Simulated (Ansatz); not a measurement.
**H2NO (SMILES N[O]): levels of theory compared**

We compute a comparison of 6 runs (U-r2SCAN0/STO-3G, UBHLYP/STO-3G, USVWN5/STO-3G, RPA@PBE/STO-3G, UMP2/STO-3G, UCCSDT/STO-3G) of H2NO. 

The results are computed with Ansatz 0.2.0.

54 further runs of the same task are left out: 4 that didn't finish, 50 set aside as unsound or not needed.

## (1) The system as given

The species is H2NO (4 atoms), meant as a doublet with charge 0. As SMILES, `N[O]`. The O2–N1 distance was set to 3.193 Å, away from the relaxed value. At this shape a bond of the SMILES string is far longer than usual.

Bond lengths: N1–H3 1.017 Å, N1–H4 1.017 Å. Angles: H3–N1–H4 119.4°.

## (2) The energy at U-r2SCAN0/STO-3G (run 1)

The input, input.yaml:

```yaml
crystal:
  periodic: [false, false, false]
  atoms:
    - {symbol: "N", position_ang: [-1.244239, -0.433058, -1.498540]}
    - {symbol: O, position_ang: [0.804330, 0.357230, 0.819800]}
    - {symbol: H, position_ang: [-2.197539, -0.083658, -1.441080]}
    - {symbol: H, position_ang: [-1.049939, -1.263018, -2.053150]}
basis:
  gaussian:
    orbitals: STO-3G
magnetization:
  spin_polarized: true
  initial_magnetization: 1
hamiltonian:
  xc: {name: r2SCAN0}
accuracy: high
```

The run is started by

```sh
$ ansatz run input.yaml --threads 1 --pin off --max-ram 2610MiB --events-out events.jsonl --progress --plain --runs-dir runs
```

The log of the run:

```text
Warning: RAYON_NUM_THREADS=1 ignored (pool sized by the plan → 1); use --threads N
Functional definition: r2SCAN0
  name "r2SCAN0"
  parameter a = 0.25
  parameter k0 = 0.174
  parameter k1 = 0.065
  parameter a1 = 4.9479
  exchange = (1 - a)*r2scan_x(k0 = k0, k1 = k1, a1 = a1) + a*exact_x
  correlation = r2scan_c
178 factors; integrals over basis functions are off by at most 3.5e-8 eV
mean field evaluation 1: about -3502.9667 eV, gradient 2.0e1 eV
mean field evaluation 2: about -3362.7488 eV, gradient 2.4e1 eV
mean field evaluation 4: about -3450.5440 eV, gradient 2.9e1 eV
mean field evaluation 8: about -3513.2815 eV, gradient 3.5e-1 eV
mean field evaluation 16: about -3513.2723 eV, gradient 9.5e-3 eV
mean field evaluation 32: about -3512.2275 eV, gradient 2.3e0 eV
mean field evaluation 64: about -3513.2711 eV, gradient 2.3e-2 eV
mean field -3513.27127066 eV, -129.1103378158 hartree, gradient 4.5e-9 eV, S^2 1.753455; 5 other end points of the search recorded, 0 dependent functions left out
reference -3513.27127113 eV, -129.1103378331 hartree; 9, 8 occupied and 3, 4 virtual orbitals, 178 factors
Total energy: -3513.27127113 eV, -129.1103378331 hartree
```

Wall time 23 s (1 thread of Arm Neoverse V2, shared host); peak memory 0.17 GiB.

## (3) A single-point energy at UBHLYP/STO-3G (run 2)

The input, job.yaml:

```yaml
crystal:
  periodic: [false, false, false]
  atoms:
    - {symbol: N, position_ang: [-1.244239, -0.433058, -1.498540]}
    - {symbol: O, position_ang: [0.804330, 0.357230, 0.819800]}
    - {symbol: H, position_ang: [-2.197539, -0.083658, -1.441080]}
    - {symbol: H, position_ang: [-1.049939, -1.263018, -2.053150]}
basis:
  gaussian:
    orbitals: STO-3G
magnetization:
  spin_polarized: true
  initial_magnetization: 1
hamiltonian:
  xc: {name: BHLYP}
accuracy: high
```

The run is started by

```sh
$ ansatz run job.yaml --threads 1 --pin off --max-ram 2610MiB --events-out events.jsonl --progress --plain --runs-dir runs
```

The log of the run:

```text
Warning: RAYON_NUM_THREADS=1 ignored (pool sized by the plan → 1); use --threads N
Functional definition: BHLYP
  name "BHLYP"
  parameter a = 0.5
  exchange = (1 - a)*b88_x + a*exact_x
  correlation = lyp_c
178 factors; integrals over basis functions are off by at most 3.5e-8 eV
mean field evaluation 1: about -3496.5415 eV, gradient 1.2e1 eV
mean field evaluation 2: about -3253.3781 eV, gradient 2.1e1 eV
mean field evaluation 4: about -3496.1336 eV, gradient 1.3e1 eV
mean field evaluation 8: about -3513.6546 eV, gradient 1.7e-1 eV
mean field evaluation 16: about -3513.6557 eV, gradient 1.4e-2 eV
mean field evaluation 32: about -3513.6572 eV, gradient 8.5e-5 eV
mean field evaluation 64: about -3513.6570 eV, gradient 1.7e-3 eV
mean field -3513.65715539 eV, -129.1245188182 hartree, gradient 8.5e-8 eV, S^2 1.752958; 5 other end points of the search recorded, 0 dependent functions left out
reference -3513.65717245 eV, -129.1245194453 hartree; 9, 8 occupied and 3, 4 virtual orbitals, 178 factors
Total energy: -3513.65717245 eV, -129.1245194453 hartree
```

Run time: 6.3 s. Hardware: 1 thread of Arm Neoverse V2, shared host; peak memory 0.1 GiB.

Runs 3 to 5 aren't shown in full; the table further down has their settings and results.

## (4) A single-point energy at UCCSDT/STO-3G (run 6)

The input, molecule.yaml:

```yaml
crystal:
  periodic: [false, false, false]
  atoms:
    - {symbol: N, position_ang: [-1.244239, -0.433058, -1.498540]}
    - {symbol: O, position_ang: [0.804330, 0.357230, 0.819800]}
    - {symbol: H, position_ang: [-2.197539, -0.083658, -1.441080]}
    - {symbol: H, position_ang: [-1.049939, -1.263018, -2.053150]}
basis:
  gaussian:
    orbitals: STO-3G
magnetization:
  spin_polarized: true
  initial_magnetization: 1
correlation:
  method: ccsdt
  frozen_orbitals: {H: 0, "N": 1, O: 1}
accuracy: high
scf:
  omitted_lower_state_checks: [cluster_reference, increment]
```

The run is started by

```sh
$ ansatz run molecule.yaml --threads 1 --pin off --max-ram 2610MiB --events-out events.jsonl --progress --plain --runs-dir runs
```

The log of the run:

```text
Warning: RAYON_NUM_THREADS=1 ignored (pool sized by the plan → 1); use --threads N
[... 18 lines left out ...]
2 core orbitals not correlated: weight in the atoms' cores, before any rotation towards them, 1.000 or more for the frozen orbitals, at most 0.000 for the correlated occupied ones
[... 179 lines left out ...]
Total energy: -3501.36195264 eV, -128.6726784510 hartree
Checks for a lower state left out: cluster_reference, increment
```

Run time: 0.98 s. Hardware: 1 thread of Arm Neoverse V2, shared host.

## (5) The series

```
run             level  frozen core orbitals  energy (Eh)   ⟨S²⟩  wall time
  1  U-r2SCAN0/STO-3G                     –  -129.110338  1.753       23 s
  2     UBHLYP/STO-3G                     –  -129.124519  1.753      6.3 s
  3     USVWN5/STO-3G                     –  -128.064172  1.751      3.6 s
  4    RPA@PBE/STO-3G                     2  -128.741330  1.751       14 s
  5       UMP2/STO-3G                     2  -128.657923  1.757     0.22 s
  6     UCCSDT/STO-3G                     2  -128.672678  1.757     0.98 s
```

## (6) Outcome

| quantity | value |
| --- | --- |
| run 6: total energy | -128.67268 Eh |
| run 6: correlation energy (2 core orbitals frozen) | -43.6 mEh |
| run 6: ⟨S²⟩ of the reference determinant | 1.757 |
| run 6: T1 diagnostic | 0.004 |

**Reading.** Totals of different functionals can't be ranked against each other. In runs 1, 2, 3, 4, 5, 6 the basis is minimal, so the values are rough. Spin contamination of the reference: run 5 ⟨S²⟩ = 1.76, run 6 ⟨S²⟩ = 1.76, run 1 ⟨S²⟩ = 1.75, run 2 ⟨S²⟩ = 1.75, run 4 ⟨S²⟩ = 1.75, run 3 ⟨S²⟩ = 1.75. Where it is this large, the reference is a mixture of spin states, and values that rest on it are in doubt. All runs together took 48 s, the longest 23 s.
